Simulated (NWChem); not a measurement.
# SiN2H5 (SMILES N[SiH]N) at UHF/6-31G(d) (spherical functions), part 2 of 2

NWChem 7.3.0. Earlier steps stand in the parts before.

## 3. The singlet cation: a structure relaxation at HF/6-31G(d) (spherical functions)

File test.nw:

```
START test
TITLE "H5N2Si"
memory total 2200 mb
charge 1
GEOMETRY noautosym
  N     -1.027000     0.622100    -0.768300
  Si     0.527700     0.579900    -0.050700
  N      0.789500    -1.052600     0.425100
  H     -1.817900     0.144500    -0.364600
  H     -1.296600     1.349400    -1.406800
  H      0.716400     1.354100     1.225100
  H      0.730800    -1.794000    -0.255200
  H      1.468900    -1.260500     1.139500
END
BASIS spherical bse
  * library 6-31G*
END
SCF
  thresh 1e-07
  maxiter 80
  print low
END
DRIVER
  maxiter 60
END
FREQ
  temp 3 298.15 600 900
END
TASK scf optimize
TASK scf frequencies
```

Started as:

```bash
$ nwchem test.nw > test.out
```

The program printed:

```text
Northwest Computational Chemistry Package (NWChem) 7.3.0
             --------------------------------------------------------

           Job information
           ---------------

    nwchem branch   = 7.3.0
    use scalapack   = T
    input           = test.nw
    prefix          = test.
    data base       = ./test.db
    status          = startup
    nproc           =        1

           Memory information
           ------------------

    heap     =     72089596 doubles =      550.0 Mbytes
    stack    =     72089601 doubles =      550.0 Mbytes
    global   =    144179200 doubles =     1100.0 Mbytes (distinct from heap & stack)
    total    =    288358397 doubles =     2200.0 Mbytes
    verify   = yes
    hardfail = no

           Directory information
           ---------------------

  0 permanent = .
  0 scratch   = .

                                NWChem Input Module
                                -------------------

                                      H5N2Si
                                      ------

 Scaling coordinates for geometry "geometry" by  1.889725989
 (inverse scale =  0.529177249)

          ------
          auto-z
          ------
  no constraints, skipping    0.0000000000000000
  no constraints, skipping    0.0000000000000000

                             Geometry "geometry" -> ""
                             -------------------------

 Output coordinates in angstroms (scale by  1.889725989 to convert to a.u.)

  No.       Tag          Charge          X              Y              Z
 ---- ---------------- ---------- -------------- -------------- --------------
    1 N                    7.0000    -1.19448182     0.47365758    -0.68423333
    2 Si                  14.0000     0.36021818     0.43145758     0.03336667
    3 N                    7.0000     0.62201818    -1.20104242     0.50916667
[... 4 lines of this table left out ...]
    8 H                    1.0000     1.30141818    -1.40894242     1.22356667

      Atomic Mass
      -----------

      N                 14.003070
      Si                27.976930
      H                  1.007825

 Effective nuclear repulsion energy (a.u.)     111.0287189499

            Nuclear Dipole moment (a.u.)
            ----------------------------
        X                 Y               Z
 ---------------- ---------------- ----------------
     0.0000000000     0.0000000000     0.0000000000

                                Z-matrix (autoz)
                                --------

 Units are Angstrom for bonds and degrees for angles

      Type          Name      I     J     K     L     M      Value
      ----------- --------  ----- ----- ----- ----- ----- ----------
    1 Stretch                  1     2                       1.71284
    2 Stretch                  1     4                       1.00826
    3 Stretch                  1     5                       1.00466
    4 Stretch                  2     3                       1.72046
    5 Stretch                  2     6                       1.50421
    6 Stretch                  3     7                       1.00793
    7 Stretch                  3     8                       1.00756
    8 Bend                     1     2     3               106.10273
    9 Bend                     1     2     6               117.16280
   10 Bend                     2     1     4               122.17987
   11 Bend                     2     1     5               121.84835
   12 Bend                     2     3     7               120.16142
   13 Bend                     2     3     8               119.63593
   14 Bend                     3     2     6               103.57542
   15 Bend                     4     1     5               112.76056
   16 Bend                     7     3     8               111.47268
   17 Torsion                  1     2     3     7          56.63416
   18 Torsion                  1     2     3     8        -158.51094
   19 Torsion                  3     2     1     4          43.63343
   20 Torsion                  3     2     1     5        -158.08743
   21 Torsion                  4     1     2     6         -71.37317
   22 Torsion                  5     1     2     6          86.90597
   23 Torsion                  6     2     3     7        -179.41170
   24 Torsion                  6     2     3     8         -34.55679

            XYZ format geometry
            -------------------
     8
 geometry
 N                    -1.19448182     0.47365758    -0.68423333
 Si                    0.36021818     0.43145758     0.03336667
 N                     0.62201818    -1.20104242     0.50916667
[... 4 lines of this table left out ...]
 H                     1.30141818    -1.40894242     1.22356667

 ==============================================================================
                                internuclear distances
 ------------------------------------------------------------------------------
       center one      |      center two      | atomic units |  angstroms
 ------------------------------------------------------------------------------
[... 101 lines left out ...]
            Nuclear Dipole moment (a.u.)
[... 63 lines left out ...]
@ ---- ---------------- -------- -------- -------- -------- -------- --------
[... 51 lines left out ...]
 Nuclear repulsion energy =    112.500355317490
[... 72 lines left out ...]
      One-electron energy =   -773.725195794530
[... 71 lines left out ...]
      One-electron energy =   -770.335294744704
[... 70 lines left out ...]
       Final RHF  results
[... 70 lines left out ...]
       Final RHF  results
[... 11 lines left out ...]
 new step= 2.12                   predicted energy=   -400.516703
[... 68 lines left out ...]
 Nuclear repulsion energy =    114.323252377114
[... 70 lines left out ...]
 Nuclear repulsion energy =    113.947906340237
[... 72 lines left out ...]
      One-electron energy =   -770.619628802911
[... 70 lines left out ...]
      One-electron energy =   -770.464717046748
[... 70 lines left out ...]
       Final RHF  results
[... 70 lines left out ...]
       Final RHF  results
[... 11 lines left out ...]
 new step= 3.42                   predicted energy=   -400.527129
[... 68 lines left out ...]
 Nuclear repulsion energy =    113.916668358988
[... 70 lines left out ...]
 Nuclear repulsion energy =    113.529440523053
[... 72 lines left out ...]
      One-electron energy =   -769.170001707864
[... 69 lines left out ...]
      One-electron energy =   -770.290815082767
[... 70 lines left out ...]
       Final RHF  results
[... 69 lines left out ...]
       Final RHF  results
[... 11 lines left out ...]
 new step= 1.74                   predicted energy=   -400.531150
[... 68 lines left out ...]
 Nuclear repulsion energy =    113.828313881101
[... 69 lines left out ...]
 Nuclear repulsion energy =    113.686271847350
[... 72 lines left out ...]
      One-electron energy =   -770.289401073336
[... 69 lines left out ...]
      One-electron energy =   -770.448333951257
[... 70 lines left out ...]
       Final RHF  results
[... 69 lines left out ...]
       Final RHF  results
[... 11 lines left out ...]
 new step= 1.98                   predicted energy=   -400.531490
[... 68 lines left out ...]
 Nuclear repulsion energy =    113.737136330729
[... 70 lines left out ...]
 Nuclear repulsion energy =    113.730067840730
[... 72 lines left out ...]
      One-electron energy =   -770.528378247666
[... 70 lines left out ...]
      One-electron energy =   -770.529264424759
[... 70 lines left out ...]
       Final RHF  results
[... 70 lines left out ...]
       Final RHF  results
[... 11 lines left out ...]
 new step= 1.35                   predicted energy=   -400.531518
[... 68 lines left out ...]
 Nuclear repulsion energy =    113.717150715648
[... 66 lines left out ...]
 Nuclear repulsion energy =    113.718927932373
[... 72 lines left out ...]
      One-electron energy =   -770.528443584243
[... 65 lines left out ...]
      One-electron energy =   -770.531072214166
[... 66 lines left out ...]
       Final RHF  results
[... 42 lines left out ...]
      Optimization converged
[... 134 lines left out ...]
      One-electron energy =   -770.532292630450
[... 50 lines left out ...]
 Derivative Dipole
[... 6 lines left out ...]
 d_dipole_x/<atom=   2,y> =    -0.3059     [   -1.4692]
[... 5 lines left out ...]
 d_dipole_x/<atom=   4,y> =     0.0896     [    0.4302]
[... 5 lines left out ...]
 d_dipole_x/<atom=   6,y> =     0.0668     [    0.3211]
[... 5 lines left out ...]
 d_dipole_x/<atom=   8,y> =     0.0125     [    0.0598]
[... 6 lines left out ...]
 d_dipole_y/<atom=   2,x> =    -0.3059     [   -1.4691]
[... 5 lines left out ...]
 d_dipole_y/<atom=   4,x> =     0.0053     [    0.0254]
[... 5 lines left out ...]
 d_dipole_y/<atom=   6,x> =     0.0669     [    0.3213]
[... 5 lines left out ...]
 d_dipole_y/<atom=   8,x> =    -0.0659     [   -0.3165]
[... 6 lines left out ...]
 d_dipole_z/<atom=   1,z> =    -0.9765     [   -4.6905]
[... 5 lines left out ...]
 d_dipole_z/<atom=   3,z> =    -0.8620     [   -4.1402]
[... 5 lines left out ...]
 d_dipole_z/<atom=   5,z> =     0.3284     [    1.5773]
[... 5 lines left out ...]
 d_dipole_z/<atom=   7,z> =     0.3313     [    1.5913]
[... 119 lines left out ...]
          MASS-WEIGHTED PROJECTED HESSIAN (Hartree/Bohr/Bohr/Kamu)
[... 2 lines left out ...]
               1            2            3            4            5            6            7            8            9           10
   ----- ----- ----- ----- -----
    1    4.11080D+01
    2   -3.08998D+00  5.63686D+01
    3    2.59987D+01  4.81205D+00  2.23041D+01
    4   -1.38960D+01  1.78297D+00 -8.57545D+00  1.68682D+01
[... 19 lines of this table left out ...]
   24    9.77108D-02 -5.08858D-01  4.52623D-01 -2.28761D-02  4.62733D-01 -1.33436D-03 -5.79462D+01  8.04198D+00 -4.34772D+01  5.51634D-02

              11           12           13           14           15           16           17           18           19           20
   ----- ----- ----- ----- -----
   11    2.91692D+02
   12    1.52819D+02  1.24705D+02
   13   -2.33620D+01  4.89690D+00  1.10088D+02
   14   -1.97970D+01  6.47168D+00 -1.56445D+02  4.39189D+02
[... 9 lines of this table left out ...]
   24    1.09318D-02 -4.83546D-01 -7.95971D-01 -3.66780D-02  1.53808D+00  6.35173D-01  2.49525D-02 -8.69887D-01 -1.13126D+01  4.86097D+00

              21           22           23           24
   ----- ----- ----- ----- -----
   21    9.37884D+01
   22   -6.44607D+00  3.45432D+02
   23   -2.10160D+01 -6.30837D+01  7.70449D+01
   24   -4.23056D+00  2.27170D+02 -3.53780D+01  1.64428D+02

 center of mass
 --------------
 x =  -0.17824552 y =  -0.09617922 z =   0.25333382

 moments of inertia (a.u.)
 ------------------
         186.076044525546          88.909463403432         -81.764586067217
          88.909463403432         184.743476142734          44.627224696762
         -81.764586067217          44.627224696762         267.878472519199

 Rotational Constants
 --------------------
 A=   1.039083 cm-1  (  1.494976 K)
 B=   0.230287 cm-1  (  0.331325 K)
 C=   0.188509 cm-1  (  0.271216 K)

 Temperature                      =   298.15K
 frequency scaling parameter      =   1.0000

 Zero-Point correction to Energy  =   41.720 kcal/mol  (  0.066485 au)
 Thermal correction to Energy     =   44.559 kcal/mol  (  0.071009 au)
 Thermal correction to Enthalpy   =   45.151 kcal/mol  (  0.071953 au)

 Total Entropy                    =   66.463 cal/mol-K
   - Translational                =   38.229 cal/mol-K (mol. weight =  61.0222)
   - Rotational                   =   23.086 cal/mol-K (symmetry #  =        1)
   - Vibrational                  =    5.149 cal/mol-K

 Cv (constant volume heat capacity) =   15.586 cal/mol-K
   - Translational                  =    2.979 cal/mol-K
   - Rotational                     =    2.979 cal/mol-K
   - Vibrational                    =    9.627 cal/mol-K

 Temperature                      =   600.00K
 frequency scaling parameter      =   1.0000

 Zero-Point correction to Energy  =   41.720 kcal/mol  (  0.066485 au)
 Thermal correction to Energy     =   50.727 kcal/mol  (  0.080839 au)
 Thermal correction to Enthalpy   =   51.919 kcal/mol  (  0.082738 au)

 Total Entropy                    =   81.793 cal/mol-K
   - Translational                =   41.701 cal/mol-K (mol. weight =  61.0222)
   - Rotational                   =   25.170 cal/mol-K (symmetry #  =        1)
   - Vibrational                  =   14.923 cal/mol-K

 Cv (constant volume heat capacity) =   24.187 cal/mol-K
   - Translational                  =    2.979 cal/mol-K
   - Rotational                     =    2.979 cal/mol-K
   - Vibrational                    =   18.228 cal/mol-K

 Temperature                      =   900.00K
 frequency scaling parameter      =   1.0000

 Zero-Point correction to Energy  =   41.720 kcal/mol  (  0.066485 au)
 Thermal correction to Energy     =   58.716 kcal/mol  (  0.093570 au)
 Thermal correction to Enthalpy   =   60.504 kcal/mol  (  0.096419 au)

 Total Entropy                    =   93.334 cal/mol-K
   - Translational                =   43.715 cal/mol-K (mol. weight =  61.0222)
   - Rotational                   =   26.378 cal/mol-K (symmetry #  =        1)
   - Vibrational                  =   23.242 cal/mol-K

 Cv (constant volume heat capacity) =   28.728 cal/mol-K
   - Translational                  =    2.979 cal/mol-K
   - Rotational                     =    2.979 cal/mol-K
   - Vibrational                    =   22.769 cal/mol-K

          -------------------------------------------------
          NORMAL MODE EIGENVECTORS IN CARTESIAN COORDINATES
          -------------------------------------------------
             (Projected Frequencies expressed in cm-1)

                    1           2           3           4           5           6

 P.Frequency       -0.00       -0.00        0.00        0.00        0.00        0.00

           1     0.00254    -0.11384     0.03209    -0.12542     0.02184     0.00921
[... 22 lines of this table left out ...]
          24     0.22874    -0.00994     0.08124    -0.11755    -0.04750    -0.01142

                    7           8           9          10          11          12

 P.Frequency      286.68      352.66      452.11      627.90      651.94      710.02

           1    -0.03101    -0.01118    -0.03326    -0.04840     0.04608     0.00969
[... 22 lines of this table left out ...]
          24     0.10855     0.40516     0.38099     0.34260     0.41258     0.02783

                   13          14          15          16          17          18

 P.Frequency      734.79      908.28      967.26     1031.71     1167.11     1748.65

           1    -0.00265    -0.09424    -0.04997    -0.08512     0.09171    -0.05219
[... 22 lines of this table left out ...]
          24     0.05070    -0.00934    -0.02707     0.03675     0.00555    -0.10279

                   19          20          21          22          23          24

 P.Frequency     1761.90     2571.83     3756.00     3762.94     3851.97     3853.77

           1     0.04941     0.00221     0.03271     0.03176    -0.00684    -0.00602
[... 22 lines of this table left out ...]
          24    -0.10185    -0.00232    -0.27250     0.28645    -0.23049     0.26907

 ----------------------------------------------------------------------------
 Normal Eigenvalue ||    Projected Derivative Dipole Moments (debye/angs)
  Mode   [cm**-1]  ||      [d/dqX]             [d/dqY]           [d/dqZ]
 ------ ---------- || ------------------ ------------------ -----------------
    1       -0.000 ||      -0.103              -0.119             0.294
    2       -0.000 ||      -0.546              -0.064            -0.153
    3        0.000 ||      -0.024              -0.008             0.450
[... 20 lines of this table left out ...]
   24     3853.766 ||       1.235               1.916             1.119
 ----------------------------------------------------------------------------

 ----------------------------------------------------------------------------
 Normal Eigenvalue ||           Projected Infra Red Intensities
  Mode   [cm**-1]  || [atomic units] [(debye/angs)**2] [(KM/mol)] [arbitrary]
 ------ ---------- || -------------- ----------------- ---------- -----------
    1       -0.000 ||    0.004826           0.111         4.705       0.522
    2       -0.000 ||    0.014089           0.325        13.734       1.525
    3        0.000 ||    0.008816           0.203         8.594       0.954
[... 20 lines of this table left out ...]
   24     3853.766 ||    0.279514           6.449       272.485      30.249
 ----------------------------------------------------------------------------

 vib:animation  F

 Task  times  cpu:       14.5s     wall:       14.5s
 Total times  cpu:      264.1s     wall:      264.1s
```

It took 4.4 min on 1 thread of Intel Xeon Platinum 8259CL at 2.50GHz (Skylake/Cascade Lake), shared host; peak memory 0.14 GiB.

The path in brief:

```
step  energy from the first frame kept (eV)
   0                                 0.0000
   1                                -0.7526
   2                                -1.2092
   3                                -1.3902
   4                                -1.4887
   5                                -1.5809
   6                                -1.6778
   7                                -1.7536
   8                                -1.7789
   9                                -1.7911
  10                                -1.7971
  11                                -1.7993
  12                                -1.8003
  13                                -1.8006
  14                                -1.8009
  15                                -1.8011
  16                                -1.8011
  17                                -1.8011
```

After the run. Bond lengths: N1–Si2 1.640 Å, Si2–N3 1.640 Å, N1–H4 1.002 Å, N1–H5 1.002 Å, Si2–H6 1.446 Å, N3–H7 1.002 Å, N3–H8 1.002 Å. Angles: N1–Si2–N3 121.9°, N1–Si2–H6 119.0°, N3–Si2–H6 119.0°, Si2–N1–H4 125.3°, Si2–N1–H5 122.4°, Si2–N3–H7 125.3°, Si2–N3–H8 122.3°, H4–N1–H5 112.4°, H7–N3–H8 112.4°.

## 4. Summary of results

What follows sums up all 2 parts.

At UHF/6-31G* (spherical functions):

```
                                                               quantity          value
                             run 1, UHF/6-31G*: total energy at the end  -400.72316 Eh
                                                run 1, UHF/6-31G*: ⟨S²⟩          0.754
                          run 1, UHF/6-31G*: lowest harmonic wavenumber       222 cm⁻¹
                         run 1, UHF/6-31G*: highest harmonic wavenumber      3895 cm⁻¹
                                   run 1, UHF/6-31G*: zero-point energy   167.4 kJ/mol
                                singlet cation: total energy at the end  -400.53152 Eh
                             singlet cation: lowest harmonic wavenumber       287 cm⁻¹
                            singlet cation: highest harmonic wavenumber      3854 cm⁻¹
                                      singlet cation: zero-point energy   174.6 kJ/mol
adiabatic ionisation energy (to the singlet cation, no zero-point term)       5.215 eV
```

What this shows: The adiabatic ionisation energy (to the singlet cation, no zero-point term) is 5.21 eV (503 kJ/mol). All 18 modes (run 1, UHF/6-31G*) are real, so the shape is a minimum at this level. The optimisation (run 1, UHF/6-31G*) took 9 steps and changed the energy by -0.014 eV. All 18 modes (singlet cation) are real, so the shape is a minimum at this level. The optimisation (singlet cation) took 18 steps and changed the energy by -1.801 eV.
